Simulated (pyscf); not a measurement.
## Four-centre exchange: `[CH3][CH2][ZnH]` + `[FH]` → `[CH3][CH2][Zn][F]` + `[H][H]`

Gas phase, singlet surface, charge 0. Bonds broken: Zn3–H9, F10–H11. Bonds formed: Zn3–F10, H9–H11. PySCF, gas phase, ωB97X-D3(BJ)/def2-SVP geometries.

Transition state (Å):

```xyz
11

C     -0.8421     1.5980    -0.9247
C     -0.1200     0.3181    -0.4822
Zn    -1.0938    -0.7239     0.8460
H     -1.8190     1.3805    -1.3876
H     -1.0340     2.2765    -0.0771
H     -0.2538     2.1657    -1.6668
H      0.8701     0.5658    -0.0599
H      0.0841    -0.3283    -1.3534
H     -1.3922    -2.3062     1.6824
F     -2.5170    -0.5647     2.2399
H     -2.0359    -1.6505     2.1180
```

One imaginary mode, 927i cm⁻¹; descent along it reached the two sides named, in the forms told below.

```json
[
 {"bond": "Zn3–H9", "change": "breaks", "reactant side (Å)": "1.583", "saddle": "1.814", "product side": "3.4"},
 {"bond": "F10–H11", "change": "breaks", "reactant side (Å)": "0.939", "saddle": "1.194", "product side": "2.227"},
 {"bond": "Zn3–F10", "change": "forms", "reactant side (Å)": "2.404", "saddle": "1.998", "product side": "1.759"},
 {"bond": "H9–H11", "change": "forms", "reactant side (Å)": "1.817", "saddle": "1.017", "product side": "0.763"}
]
```

Electronic energies relative to the separated reactants (kcal/mol):

```
level                   barrier  reaction energy  reverse barrier
----------------------  -------  ---------------  ---------------
ωB97X-D3(BJ)/def2-TZVP      6.2            -18.7             24.9
PBE/def2-TZVP               3.0            -18.7             21.7
r²SCAN/def2-TZVP            2.5            -20.1             22.6
B3LYP-D3(BJ)/def2-TZVP      5.9            -19.2             25.1
PBE0-D3(BJ)/def2-TZVP       5.1            -16.9             22.0
M06-2X/def2-TZVP            4.2            -20.3             24.4
ωB97M-D3(BJ)/def2-TZVP      7.3            -17.2             24.5
HF/def2-TZVP               16.6            -16.9             33.5
```

With ωB97M-D3(BJ)/def2-TZVP energies and thermal terms (ideal gas, 1 atm, RRHO with modes under 100 cm⁻¹ raised to 100, one conformer, R ln 2 for chiral ones without a mode under 150 cm⁻¹), in kcal/mol:

| T (K) | ΔH‡ | ΔG‡ | ΔH | ΔG |
|---|---|---|---|---|
| 298 | 6.1 | 15.4 | -18.6 | -17.4 |
| 600 | 5.7 | 25.1 | -18.1 | -16.3 |
| 900 | 5.9 | 34.8 | -17.8 | -15.5 |
| 1200 | 6.3 | 44.3 | -17.6 | -14.7 |

On the reactant side the descent ends in a complex, 5.1 kcal/mol under the separated species and 11.2 kcal/mol under the saddle at ωB97X-D3(BJ)/def2-TZVP. At the saddle there is also a short H–Zn contact that neither side keeps. This is the saddle that the search found; another between the same sides may lie lower. Elements up to Kr have no core potential and no relativistic terms here.
